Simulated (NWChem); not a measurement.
Species: methanol (CH₄O); SMILES OC

All runs: NWChem. Each level has its own optimisation. Computed dipoles belong to the equilibrium geometry; the measured one is vibrationally averaged.

Measured dipole moment: 1.70 D (NIST CCCBDB, as tabulated in the package chemicals).

| level | dipole moment (D) | computed − measured |
|---|---|---|
| Hartree-Fock/STO-3G | 1.51 | -0.19 |
| Hartree-Fock/def2-SVP | (withheld) | (withheld) |
| Hartree-Fock/def2-SVPD | 1.76 | +0.06 |
| Hartree-Fock/def2-TZVP | (withheld) | (withheld) |

**Question.** Complete the blanks.

**Answer.** 
- Hartree-Fock/def2-TZVP, dipole moment (D): 1.77
- Hartree-Fock/def2-TZVP, computed − measured: +0.07
- Hartree-Fock/def2-SVP, dipole moment (D): 1.81
- Hartree-Fock/def2-SVP, computed − measured: +0.11
